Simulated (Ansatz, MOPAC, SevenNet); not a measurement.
# Ladder of methods for the lattice constant a of rock-salt KF

Reference value: 5.311 Å (measured, low temperature, no zero-point or thermal correction; as tabulated in Doll and Stoll (1997), arXiv:cond-mat/9707218).

Question: Put these levels in order of the lattice constant a that they give for rock-salt KF, smallest first: HSE06 (Ansatz, an electronic-structure program), PBE-D3(BJ) (Ansatz), PM6 semi-empirical Hartree-Fock (MOPAC) (MOPAC), SevenNet-0 (SevenNet).

Answer: PM6 semi-empirical Hartree-Fock (MOPAC) (5.025 Å), PBE-D3(BJ) (5.347 Å), HSE06 (5.370 Å), SevenNet-0 (5.422 Å)

Differences against the reference: PM6 semi-empirical Hartree-Fock (MOPAC) -5.39 %, SevenNet-0 +2.09 %, PBE-D3(BJ) +0.68 %, HSE06 +1.11 %.

The measured value isn't corrected to a static lattice, so vibrations enter the comparison. A static lattice is as a rule a little smaller than the measured one.  PM6 semi-empirical Hartree-Fock (MOPAC): the method was fitted mainly to molecules. PM6 semi-empirical Hartree-Fock (MOPAC): the run uses a supercell at the zone centre in place of a k mesh. Cutoffs and k meshes differ between the levels. Ansatz's density-functional and Hartree–Fock values are scalar-relativistic unless marked +SOC, with PAW data made under PBE.

Machine-learned potentials (SevenNet-0) are trained on DFT data, which may include these solids.

Differences are worked out from the printed values.
